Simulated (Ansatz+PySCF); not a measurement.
Values are calculated unless marked as measured or tabulated.
## PySCF 2.14.0 run

```python
from pyscf import gto, scf, mp

# the (T+d) and (D+d) sets load through basis_set_exchange
mol = gto.M(atom="""
C 0.000000 0.000160 -0.523600
S 0.000000 0.807570 1.117230
H 0.000000 -0.309190 1.891010
H 0.000000 0.780410 -1.281010
H -0.888110 -0.639480 -0.601810
H 0.888110 -0.639480 -0.601810
""", basis={'C': 'cc-pvtz', 'H': 'cc-pvtz', 'S': 'cc-pv(t+d)z'}, charge=1, spin=1)
mf = scf.UHF(mol)
mf.kernel()
pt = mp.MP2(mf, frozen=6).run()
print(mf.e_tot, pt.e_corr, pt.e_tot)
```

The script is written out from the run's settings.

The run gave:

- Converged: yes
- Reference energy: -437.45439 hartree
- Correlation energy: -0.32171 hartree
- Total energy: -437.77610 hartree
- Spin squared of the determinant: 0.767
